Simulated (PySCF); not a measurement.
Homolysis of single bonds, series C Br-H. Gas-phase values, no solvent. Strings in code marks are SMILES.

These are PySCF 2.14.0 with M06-2X/def2-TZVP // B3LYP-D3(BJ)/def2-TZVP values and carry that method's errors. 

```
species                           dipole moment (D)
--------------------------------  -----------------
whole molecule (`BrC(Br)(Br)Br`)               0.00
radical fragment (`Br[C](Br)Br`)               0.19
whole molecule (`BrC(Br)Br`)                   0.93
radical fragment (`Br[CH]Br`)                   [?]
whole molecule (`BrCBr`)                       1.56
radical fragment (`[CH2]Br`)                   1.10
whole molecule (`C`)                           0.00
```

Problem. Complete the blanks.

Solution. 
- radical fragment (`Br[CH]Br`), dipole moment (D): 0.82
